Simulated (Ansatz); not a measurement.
**How far each method lies from UCCSDT(Q) for [GeH3···H···OH], doublet**

Geometry: a point of a hydrogen-transfer path between rigid fragments, not a stationary point.

```tsv
atom	x (Å)	y (Å)	z (Å)
Ge	-0.5317	0.0101	0.0000
H	-1.0431	1.4567	0.0000
H	-1.0431	-0.7132	1.2528
H	-1.0431	-0.7132	-1.2528
H	1.1653	0.0101	0.0000
O	2.3723	0.0101	0.0000
H	2.6242	-0.9298	0.0000
```

Basis cc-pVDZ; Ansatz 0.2.0. Only valence electrons are correlated (noble-gas cores and the filled d shells of p-block atoms frozen), which leaves 15 electrons in 51 orbitals. Prefix R: restricted or restricted open-shell reference; prefix U: unrestricted. Active spaces: pair = (3e, 3o) about the gap. No spin–orbit coupling is included, and no scalar relativity.

Full CI isn't at hand for all of this; UCCSDT(Q) serves as the reference, and is uncertain by about the last step of the cluster series. The frozen core follows each run's orbitals, which can shift R against U totals by a few meV for light atoms and by up to 0.1 eV past Ca.

* UHF ⟨S²⟩: 0.788
* T1 diagnostic (RCCSD): 0.0176
* largest doubles amplitude (RCCSD): 0.036
* T1 diagnostic (UCCSD): 0.0192

```
   level  E − E(UCCSDT(Q)) (mEh)  share of correlation (%)  wall time
     UHF                  347.25                      3.06          –
    UMP2                   47.87                     86.64          –
   UCCSD                    8.62                     97.59          –
UCCSD(T)                    1.70                     99.53       14 s
  UCCSDT                    0.74                     99.79          –
```

The correlation energy at UCCSDT(Q), counted from RHF, is -9.747 eV. That run took 7 s on 2 threads of AMD EPYC 7R13 with a shared H100 80 GB, shared host.

Run but not shown, since their state or frozen core can't be matched to the reference's or they repeat it: RHF, RMP2, CISD, RCCSD, RCCSD(T), BCCD(T), RCCSDT, RCCSDT(Q), CASSCF (pair space), NEVPT2 (pair space), MRCISD (pair space), MRCISD+Q (pair space).

Times hold each run's SCF and search for its determinant on a shared host, so for small cases they say little of a method's own cost; they ran on 1 thread of AMD EPYC 7R13.
